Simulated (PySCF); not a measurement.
# Magnetic susceptibility: `CC#CCCS`, C5H8S

Geometry:
```json
{"atom": "C1", "x (Å)": "-3.031", "y (Å)": "0.364", "z (Å)": "-0.025"}
{"atom": "C2", "x (Å)": "-1.640", "y (Å)": "-0.033", "z (Å)": "-0.044"}
{"atom": "C3", "x (Å)": "-0.493", "y (Å)": "-0.380", "z (Å)": "-0.065"}
{"atom": "C4", "x (Å)": "0.908", "y (Å)": "-0.760", "z (Å)": "-0.092"}
{"atom": "C5", "x (Å)": "1.781", "y (Å)": "0.415", "z (Å)": "0.337"}
{"atom": "S6", "x (Å)": "3.556", "y (Å)": "-0.018", "z (Å)": "0.344"}
{"atom": "H7", "x (Å)": "-3.278", "y (Å)": "0.813", "z (Å)": "0.937"}
{"atom": "H8", "x (Å)": "-3.221", "y (Å)": "1.090", "z (Å)": "-0.815"}
{"atom": "H9", "x (Å)": "-3.668", "y (Å)": "-0.506", "z (Å)": "-0.184"}
{"atom": "H10", "x (Å)": "1.177", "y (Å)": "-1.072", "z (Å)": "-1.107"}
{"atom": "H11", "x (Å)": "1.072", "y (Å)": "-1.606", "z (Å)": "0.581"}
{"atom": "H12", "x (Å)": "1.640", "y (Å)": "1.274", "z (Å)": "-0.319"}
{"atom": "H13", "x (Å)": "1.557", "y (Å)": "0.711", "z (Å)": "1.361"}
{"atom": "H14", "x (Å)": "3.639", "y (Å)": "-0.292", "z (Å)": "-0.957"}
```

Computed with PySCF, GIAO HF/6-31G magnetisability, rotational g tensor and spin-rotation constants, non-relativistic, gas phase. Geometry: GFN2-xTB.

(1) How diamagnetic is it, and how anisotropic?

(2) Split it along the inertial axes a, b, c into diamagnetic and paramagnetic parts about the centre of mass, with the quadrupole moment.

(3) And the rotational g tensor?

Answers

(1) Isotropic -1312 × 10⁻³⁰ J/T², or -79.0 × 10⁻⁶ cm³/mol; principal values -1483, -1237, -1214 × 10⁻³⁰ J/T², anisotropy 258 × 10⁻³⁰ J/T² (root of half the summed squared differences of the principal values). The susceptibility is in cgs units.

(2) 
| axis | χ (10⁻⁶ cm³/mol) | diamagnetic (10⁻⁶ cm³/mol) | paramagnetic (10⁻⁶ cm³/mol) | summed x² of all electrons (Å²) | quadrupole Θ (D Å) |
| --- | --- | --- | --- | --- | --- |
| a | -88.7 | -168.5 | 79.8 | 334.5 | -1.76 |
| b | -74.9 | -1483.8 | 1408.9 | 24.5 | +0.12 |
| c | -73.4 | -1523.2 | 1449.8 | 15.2 | +1.64 |

Anisotropies 2χaa − χbb − χcc = -29.1 and 2χbb − χaa − χcc = +12.2 × 10⁻⁶ cm³/mol. Θ is traceless in Buckingham's convention.

(3) 
```tsv
axis	rotational constant (GHz)	g	nuclear part	electronic part
a	18.2148	+0.0808	0.7638	-0.6831
b	0.8518	-0.0022	0.5616	-0.5638
c	0.8299	-0.0031	0.5622	-0.5653
```
Asymmetric top; isotopes 12C, 1H, 32S; no vibrational averaging.
